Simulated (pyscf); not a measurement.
Thermochemistry of product channels of [F–W(F)(F)(F)–F]• (SMILES [F][W]([F])([F])([F])[F]) + H₂ (SMILES [H][H]) on the doublet surface, in kJ/mol, from ωB97M-D3(BJ)/def2-TZVP energies (ideal gas, 1 atm, RRHO with modes under 100 cm⁻¹ raised to 100, one conformer, R ln 2 for rigid chiral ones). Optimised with ωB97X-D3(BJ)/def2-SVP in PySCF.

```tsv
products	ΔE	ΔH(298 K)	ΔG(298 K)	ΔG(600 K)
HF (SMILES F) + F–W(F)(F)–F (SMILES [F][W]([F])([F])[F]) [singlet] + H• (SMILES [H])	___	+313.8	+279.1	+244.0
F• (SMILES [F]) + F–WH₂(F)(F)–F (SMILES [F][WH2]([F])([F])[F])	___	+436.0	+440.5	+446.5
```

What belongs in the gaps?


- HF (SMILES F) + F–W(F)(F)–F (SMILES [F][W]([F])([F])[F]) [singlet] + H• (SMILES [H]), ΔE: +318.4
- F• (SMILES [F]) + F–WH₂(F)(F)–F (SMILES [F][WH2]([F])([F])[F]), ΔE: +427.1

These are energies of the channels, which say nothing of barriers. Left out: orbital degeneracy and the spin-orbit lowering of F. Open-shell species with a d-block atom are single-reference here; other states, and whether the spin sits on metal or ligand, were not checked. Elements past Kr carry the def2 core potentials, without spin-orbit coupling.
